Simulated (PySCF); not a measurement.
Start geometry of `C=P` (CH3P) from GFN2-xTB (Å):
```
atom  x, y, z in Å
C1    -0.523   -0.007   -0.205
P2     0.885   -0.780    0.071
H3    -0.642    0.996   -0.658
H4    -1.442   -0.452    0.052
H5     1.755    0.209   -0.436
```

Q: What comes out of this run: PBE0-D3(BJ)/def2-SVP geometry optimisation, gas phase (PySCF 2.14.0)?

A: 
```
atom  x, y, z in Å
C1    -0.3840    0.0567   -0.2334
P2     1.0390   -0.7580    0.0614
H3    -0.4652    1.0463   -0.6946
H4    -1.3342   -0.4131    0.0457
H5     1.9378    0.2334   -0.4601
```

The energy falls by 1.7 kcal/mol over 5 energy and gradient evaluations, the largest force component goes from 0.0370 to 3.6e-05 Eh/bohr, and the atoms move by 0.028 Å rms after alignment. The bond that changes most is C1–H4 (ends: carbon bonded to P and 2 H; hydrogen on carbon), which lengthens by 0.043 Å. Bonds longer at the end by more than 0.005 Å: 3 of 4; shorter: 1. Among the angles that change most is H3–C1–H4, from 112.9° to 115.5°. Rotational constants go from 143652, 17090, 15273 to 137050, 16453, 14689 MHz. The orientation of the end geometry is arbitrary; only internal coordinates are fixed.

The run used 47 basis functions and 28 SCF cycles in all. On an Arm Neoverse V1 with one thread, shared host with 32 logical CPUs at a one-minute load of 22, this took 2.7 s wall and 0.25 GiB of memory at its peak.

Stationary, but not proved a minimum.
